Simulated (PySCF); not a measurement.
# AlP: from the state search to spectroscopic constants, part 2 of 2

PySCF 2.14.0; Al def2-SVPD, P def2-SVPD; no relativity. The steps go on from the part before.

## (11) LC-ωPBE (range-separated hybrid)

Log of the SCF at 2.438 Å:

```text
******** <class 'pyscf.dft.uks_symm.SymAdaptedUKS'> ********
method = SymAdaptedUKS
initial guess = minao
damping factor = 0
level_shift factor = 0
DIIS = <class 'pyscf.scf.diis.CDIIS'>
diis_start_cycle = 1
diis_space = 10
diis_damp = 0
SCF conv_tol = 1e-09
SCF conv_tol_grad = None
SCF max_cycles = 60
direct_scf = False
max_memory 909 MB (current use 320 MB)
number electrons alpha = 15  beta = 13
XC library pyscf.dft.libxc version 7.0.0
    S. Lehtola, C. Steigemann, M. J.T. Oliveira, and M. A.L. Marques.,  SoftwareX 7, 1–5 (2018)
XC functionals = LC_WPBE
    O. A. Vydrov and G. E. Scuseria.,  J. Chem. Phys. 125, 234109 (2006)
small_rho_cutoff = 0
Set gradient conv threshold to 3.16228e-05
init E= -583.306530770824
cycle= 1 E= -583.308277114751  delta_E= -0.00175  |g|= 0.00994  |ddm|= 0.108
cycle= 2 E= -583.308449532446  delta_E= -0.000172  |g|= 0.00336  |ddm|= 0.0315
cycle= 3 E= -583.308479961135  delta_E= -3.04e-05  |g|= 0.00135  |ddm|= 0.0144
cycle= 4 E= -583.308484396721  delta_E= -4.44e-06  |g|= 0.000435  |ddm|= 0.0057
cycle= 5 E= -583.308485144359  delta_E= -7.48e-07  |g|= 0.000189  |ddm|= 0.00196
cycle= 6 E= -583.308485305524  delta_E= -1.61e-07  |g|= 4.61e-05  |ddm|= 0.00117
cycle= 7 E= -583.308485334956  delta_E= -2.94e-08  |g|= 1.97e-05  |ddm|= 0.000288
cycle= 8 E= -583.308485336935  delta_E= -1.98e-09  |g|= 9.42e-06  |ddm|= 0.000124
cycle= 9 E= -583.308485337496  delta_E= -5.62e-10  |g|= 2.49e-06  |ddm|= 8.99e-05
Extra cycle  E= -583.308485337515  delta_E= -1.84e-11  |g|= 1.53e-06  |ddm|= 9.6e-06
converged SCF energy = -583.308485337515  <S^2> = 2.0088627  2S+1 = 3.0059027
```

Re = 2.400 Å, ωe = 397 cm⁻¹, ωexe = 1.43 cm⁻¹, αe = 0.00115 cm⁻¹, Be = 0.2029 cm⁻¹, De = 2.20 eV, μ = -0.74 D.

## (12) UHF (mean field)

The SCF at the reference distance, 2.438 Å, printed:

```text
******** <class 'pyscf.scf.uhf_symm.SymAdaptedUHF'> ********
method = SymAdaptedUHF
initial guess = minao
damping factor = 0
level_shift factor = 0
DIIS = <class 'pyscf.scf.diis.CDIIS'>
diis_start_cycle = 1
diis_space = 10
diis_damp = 0
SCF conv_tol = 1e-09
SCF conv_tol_grad = None
SCF max_cycles = 60
direct_scf = False
max_memory 909 MB (current use 321 MB)
number electrons alpha = 15  beta = 13
Overwritten attributes  get_hcore get_jk get_j get_k get_occ  of <class 'pyscf.scf.uhf_symm.SymAdaptedUHF'>
<class 'pyscf.scf.uhf_symm.SymAdaptedUHF'> does not have attributes  refdm
Set gradient conv threshold to 3.16228e-05
init E= -582.424887213812
cycle= 1 E= -582.432338497166  delta_E= -0.00745  |g|= 0.0195  |ddm|= 0.184
cycle= 2 E= -582.432964159481  delta_E= -0.000626  |g|= 0.00771  |ddm|= 0.0486
cycle= 3 E= -582.433113859372  delta_E= -0.00015  |g|= 0.00222  |ddm|= 0.0304
cycle= 4 E= -582.433128360598  delta_E= -1.45e-05  |g|= 0.000824  |ddm|= 0.00929
cycle= 5 E= -582.433130512045  delta_E= -2.15e-06  |g|= 0.00026  |ddm|= 0.0035
cycle= 6 E= -582.433130734033  delta_E= -2.22e-07  |g|= 6.35e-05  |ddm|= 0.00136
cycle= 7 E= -582.433130747933  delta_E= -1.39e-08  |g|= 2.77e-05  |ddm|= 0.00041
cycle= 8 E= -582.433130751349  delta_E= -3.42e-09  |g|= 1.53e-05  |ddm|= 0.000178
cycle= 9 E= -582.433130752767  delta_E= -1.42e-09  |g|= 6.65e-06  |ddm|= 0.000121
cycle= 10 E= -582.433130753061  delta_E= -2.94e-10  |g|= 1.08e-06  |ddm|= 7.07e-05
Extra cycle  E= -582.433130753064  delta_E= -3.18e-12  |g|= 6.34e-07  |ddm|= 6.66e-06
converged SCF energy = -582.433130753064  <S^2> = 2.0190633  2S+1 = 3.012682
```

Re = 2.433 Å, ωe = 382 cm⁻¹, ωexe = 1.64 cm⁻¹, αe = 0.00121 cm⁻¹, Be = 0.1976 cm⁻¹, De = 1.21 eV, μ = -0.92 D. 2 s of CPU time for 12 points, integrals apart.

## (13) Adding correlation

Reference: UHF; core orbitals frozen: 10.

Log of the coupled-cluster run at 2.438 Å:

```text
******** <class 'pyscf.cc.uccsd.UCCSD'> ********
CC2 = 0
CCSD nocc = (np.int64(5), np.int64(3)), nmo = (38, 38)
frozen orbitals [[0, 1, 2, 3, 4, 5, 6, 7, 8, 9], [0, 1, 2, 3, 4, 5, 6, 7, 8, 9]]
max_cycle = 80
direct = 0
conv_tol = 1e-07
conv_tol_normt = 1e-05
diis_space = 8
diis_start_cycle = 0
diis_start_energy_diff = 1e+09
max_memory 909 MB (current use 400 MB)
Init t2, MP2 energy = -0.120704380855973
Init E_corr(UCCSD) = -0.120704380856683
cycle = 1  E_corr(UCCSD) = -0.142900147488955  dE = -0.0221957666  norm(t1,t2) = 0.0798705
cycle = 2  E_corr(UCCSD) = -0.149244278792091  dE = -0.0063441313  norm(t1,t2) = 0.0347274
cycle = 3  E_corr(UCCSD) = -0.153696428662965  dE = -0.00445214987  norm(t1,t2) = 0.0179669
cycle = 4  E_corr(UCCSD) = -0.153636718812775  dE = 5.97098502e-05  norm(t1,t2) = 0.0032166
cycle = 5  E_corr(UCCSD) = -0.153585234774088  dE = 5.14840387e-05  norm(t1,t2) = 0.0014306
cycle = 6  E_corr(UCCSD) = -0.153602416105724  dE = -1.71813316e-05  norm(t1,t2) = 0.00058195
cycle = 7  E_corr(UCCSD) = -0.153598006831004  dE = 4.40927472e-06  norm(t1,t2) = 0.000229966
cycle = 8  E_corr(UCCSD) = -0.15359771527027  dE = 2.91560734e-07  norm(t1,t2) = 0.000104756
cycle = 9  E_corr(UCCSD) = -0.153599603653666  dE = -1.8883834e-06  norm(t1,t2) = 3.62855e-05
cycle = 10  E_corr(UCCSD) = -0.153599014344387  dE = 5.89309278e-07  norm(t1,t2) = 1.38482e-05
cycle = 11  E_corr(UCCSD) = -0.153598914024202  dE = 1.00320185e-07  norm(t1,t2) = 5.67601e-06
cycle = 12  E_corr(UCCSD) = -0.153598967346482  dE = -5.33222794e-08  norm(t1,t2) = 2.49468e-06
UCCSD converged
E(UCCSD) = -582.5867297204105  E_corr = -0.1535989673464818
UCCSD(T) correction = -0.00530398472686221
```

Correlation energy (eV) along the bond:

| R (Å) | MP2 | SCS-MP2 | CCSD | CCSD(T) | T1 |
| --- | --- | --- | --- | --- | --- |
| 2.097 | -3.306 | -3.334 | n/a | n/a | n/a |
| 2.194 | -3.297 | -3.328 | -4.184 | -4.323 | 0.018 |
| 2.292 | -3.291 | -3.325 | -4.180 | -4.321 | 0.018 |
| 2.365 | -3.287 | -3.324 | -4.179 | -4.322 | 0.019 |
| 2.438 | -3.285 | -3.324 | -4.180 | -4.324 | 0.019 |
| 2.511 | -3.283 | -3.326 | -4.182 | -4.328 | 0.020 |
| 2.609 | -3.283 | -3.330 | -4.187 | -4.336 | 0.020 |
| 2.731 | -3.285 | -3.337 | -4.196 | -4.350 | 0.022 |
| 2.877 | -3.279 | -3.335 | -4.208 | -4.366 | 0.025 |
| 3.072 | -3.195 | -3.247 | n/a | n/a | n/a |

UHF-MP2: Re = 2.429 Å, ωe = 379 cm⁻¹, ωexe = 1.61 cm⁻¹, αe = 0.00126 cm⁻¹, Be = 0.1981 cm⁻¹, De = 1.82 eV.

UHF-SCS-MP2: Re = 2.435 Å, ωe = 374 cm⁻¹, ωexe = 1.59 cm⁻¹, αe = 0.00127 cm⁻¹, Be = 0.1972 cm⁻¹, De = 1.81 eV.

UHF-CCSD: Re = 2.435 Å, ωe = 373 cm⁻¹, ωexe = 1.75 cm⁻¹, αe = 0.00130 cm⁻¹, Be = 0.1972 cm⁻¹, De = 1.78 eV.

UHF-CCSD(T): Re = 2.438 Å, ωe = 370 cm⁻¹, ωexe = 1.78 cm⁻¹, αe = 0.00133 cm⁻¹, Be = 0.1966 cm⁻¹, De = 1.86 eV.

## (14) All curves

Energy (eV) from each level's lowest point:

| R (Å) | UHF | UHF-MP2 | UHF-SCS-MP2 | UHF-CCSD | UHF-CCSD(T) | PBE | PBEsol | r²SCAN | M06-L | r²SCANh | PBE0 | LC-ωPBE |
| --- | --- | --- | --- | --- | --- | --- | --- | --- | --- | --- | --- | --- |
| 2.097 | 0.677 | 0.655 | 0.667 | n/a | n/a | 0.697 | 0.667 | 0.654 | 0.650 | 0.642 | 0.647 | 0.563 |
| 2.194 | 0.298 | 0.285 | 0.295 | 0.294 | 0.299 | 0.321 | 0.301 | 0.290 | 0.287 | 0.281 | 0.285 | 0.225 |
| 2.292 | 0.091 | 0.085 | 0.091 | 0.091 | 0.095 | 0.109 | 0.098 | 0.091 | 0.088 | 0.085 | 0.087 | 0.051 |
| 2.365 | 0.019 | 0.017 | 0.020 | 0.020 | 0.022 | 0.029 | 0.024 | 0.020 | 0.018 | 0.017 | 0.018 | 0.000 |
| 2.438 | 0.000 | 0.000 | 0.000 | 0.000 | 0.000 | 0.000 | 0.000 | 0.000 | 0.000 | 0.000 | 0.000 | 0.000 |
| 2.511 | 0.022 | 0.023 | 0.020 | 0.020 | 0.017 | 0.010 | 0.015 | 0.019 | 0.022 | 0.022 | 0.021 | 0.040 |
| 2.609 | 0.097 | 0.098 | 0.091 | 0.090 | 0.085 | 0.069 | 0.081 | 0.088 | 0.097 | 0.095 | 0.095 | 0.138 |
| 2.731 | 0.242 | 0.242 | 0.230 | 0.226 | 0.217 | 0.192 | 0.212 | 0.223 | 0.239 | 0.235 | 0.237 | 0.310 |
| 2.877 | 0.454 | 0.460 | 0.444 | 0.426 | 0.412 | 0.385 | 0.414 | 0.428 | 0.447 | 0.445 | 0.451 | 0.560 |
| 3.072 | 0.729 | 0.819 | 0.807 | n/a | n/a | 0.674 | 0.715 | 0.728 | 0.740 | 0.753 | 0.766 | 0.920 |

The whole job (state search and all levels along the bond) took 1.9 min on 1 thread of Oxide Virtual Turin-like (shared host), peak memory 0.58 GiB.

## (15) Results

The summary covers parts 1 to 2.

Lowest PBE0 solution found, without spin–orbit coupling: ³Σ⁻ (triplet), unpaired electrons π ↑↑. State 2 has its PBE0 minimum 0.03 eV higher. State 3 has its PBE0 minimum 0.16 eV higher, as a spin-mixed determinant (⟨S²⟩ = 1.02), so this is no gap between pure states. State 4 has its PBE0 minimum 0.33 eV higher, as a spin-mixed determinant (⟨S²⟩ = 1.01), so this is no gap between pure states. The other levels ran on the lowest alone.

| level | Re (Å) | ωe (cm⁻¹) | De (eV) | μ (D) |
| --- | --- | --- | --- | --- |
| UHF | 2.433 | 382 | 1.21 | -0.92 |
| UHF-MP2 | 2.429 | 379 | 1.82 | n/a |
| UHF-SCS-MP2 | 2.435 | 374 | 1.81 | n/a |
| UHF-CCSD | 2.435 | 373 | 1.78 | n/a |
| UHF-CCSD(T) | 2.438 | 370 | 1.86 | n/a |
| PBE | 2.453 | 361 | 2.45 | -0.73 |
| PBEsol | 2.443 | 367 | 2.59 | -0.66 |
| r²SCAN | 2.436 | 370 | 2.28 | -0.65 |
| M06-L | 2.431 | 379 | 2.41 | -0.81 |
| r²SCANh | 2.431 | 374 | 2.25 | -0.69 |
| PBE0 | 2.432 | 375 | 2.33 | -0.77 |
| LC-ωPBE | 2.400 | 397 | 2.20 | -0.74 |

De is counted to Al + P in their ground configurations. A positive dipole means Al(−)P(+).

Differences from CCSD(T) in the same basis:

| level | Re (mÅ) | ωe (%) |
| --- | --- | --- |
| UHF | -6 | +3.4 |
| UHF-MP2 | -9 | +2.4 |
| UHF-SCS-MP2 | -4 | +1.2 |
| UHF-CCSD | -4 | +1.0 |
| PBE | +15 | -2.4 |
| PBEsol | +4 | -0.9 |
| r²SCAN | -2 | 0.0 |
| M06-L | -7 | +2.6 |
| r²SCANh | -8 | +1.1 |
| PBE0 | -7 | +1.6 |
| LC-ωPBE | -38 | +7.5 |

Time per point (s) on 1 thread of Oxide Virtual Turin-like, shared host (CPU time, shared integrals of 0.086 s apart; correlated levels include their reference; CCSD comes with the CCSD(T) run); the times are rough: UHF 0.17, UHF-MP2 0.25, UHF-SCS-MP2 0.25, PBE 0.56, PBEsol 0.4, r²SCAN 0.71, M06-L 0.68, r²SCANh 0.79, PBE0 0.97, LC-ωPBE 0.79; the reference 1.6.

Cheap and still within 12 mÅ and 2.5 % of CCSD(T): PBEsol (0.4 s), UHF-SCS-MP2 (0.25 s), UHF-MP2 (0.25 s), against 1.6 s for the dearest run.

What this shows: Against CCSD(T) in the same basis, the bond length is nearest at r²SCAN (-2 mÅ) and farthest at LC-ωPBE (-38 mÅ); the wavenumber is nearest at r²SCAN (0.0 %) and farthest at LC-ωPBE (+7.5 %). Hartree–Fock makes the bond too short and too stiff against this reference, as it mostly does. PBE has the long and soft bond that GGAs tend to give. CCSD(T) in a basis this small is itself some way from its limit, more so than the functionals. Among the levels with a De in the table, it runs from 1.21 eV (UHF) to 2.59 eV (PBEsol).

Correlated steps freeze 10 core orbitals.
